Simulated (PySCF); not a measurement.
System (SMILES): C=CCl.
Geometry (B3LYP-D3(BJ)/def2-TZVP, fixed):
```
C
C 1 1.3205
H 1 1.0805 2 123.94
H 2 1.0811 1 122.25 3 180.00
H 2 1.0820 4 118.23 1 180.00
Cl 1 1.7376 3 112.62 2 180.00
```
Charge 0, spin multiplicity 1.

Basis-set convergence of the mean static polarisability at PBE0 with PySCF. All functions are spherical. Density fitting with generated auxiliary sets. In sets without p functions on hydrogen, species with hydrogen take exact integrals. No added dispersion term, no relativity. Reference: the value in aug-pcseg-2, 41.25 bohr³.

```json
[
 {"basis": "STO-3G", "functions": "22", "mean static polarisability (bohr³)": "14.36"},
 {"basis": "3-21G", "functions": "37", "mean static polarisability (bohr³)": "25.78"},
 {"basis": "6-31G", "functions": "37", "mean static polarisability (bohr³)": "?"},
 {"basis": "cc-pV(D+d)Z", "functions": "66", "mean static polarisability (bohr³)": "?"},
 {"basis": "6-311G**", "functions": "80", "mean static polarisability (bohr³)": "?"},
 {"basis": "aug-pcseg-1", "functions": "100", "mean static polarisability (bohr³)": "?"},
 {"basis": "Sadlej pVTZ", "functions": "107", "mean static polarisability (bohr³)": "41.12"},
 {"basis": "def2-TZVP", "functions": "117", "mean static polarisability (bohr³)": "36.15"},
 {"basis": "def2-TZVPP", "functions": "146", "mean static polarisability (bohr³)": "36.47"},
 {"basis": "jun-cc-pV(T+d)Z", "functions": "168", "mean static polarisability (bohr³)": "41.12"},
 {"basis": "aug-pcseg-2", "functions": "211", "mean static polarisability (bohr³)": "41.25"},
 {"basis": "aug-cc-pV(T+d)Z", "functions": "216", "mean static polarisability (bohr³)": "41.23"},
 {"basis": "def2-QZVPPD", "functions": "304", "mean static polarisability (bohr³)": "41.36"}
]
```

Problem. Some entries are withheld; supply them.

Solution. 
- 6-31G, mean static polarisability (bohr³): 27.27
- cc-pV(D+d)Z, mean static polarisability (bohr³): 30.40
- 6-311G**, mean static polarisability (bohr³): 31.37
- aug-pcseg-1, mean static polarisability (bohr³): 40.86
